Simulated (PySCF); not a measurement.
# C3H3NO: the cost of one run

Computed with PySCF 2.14.0 and routines of our own; the level stands in each step. Atoms count from 0.

## 1. The starting structure

8 atoms, charge 0, multiplicity 1; geometry from: GFN2-xTB.

## 2. Geometry optimisation at PBE0/cc-pVDZ

What the job is given:

```
{"job": {"xc": "PBE0", "basis": "cc-pVDZ", "grid": 1, "kind": "geom"}, "charge": 0, "multiplicity": 1}
N      1.429308    -0.063989     0.139538
C      0.110513    -0.026777     0.018797
C     -0.971801     0.697582    -0.396279
C     -1.221983    -0.570483     0.158550
O     -1.921852    -1.476133     0.512502
H      1.880154    -0.868145     0.542116
H      2.005241     0.707172    -0.161951
H     -1.300523     1.610186    -0.837838
```

Run with:

```console
$ OMP_NUM_THREADS=1 python excited_run.py task.json out
```

One launch serves the whole session: the jobs run in the order shown.

**Question.** How long does this first job take on 1 thread of Arm Neoverse V2, shared host, and how much memory does it need?

About 12 s, with a peak of 0.45 GiB.
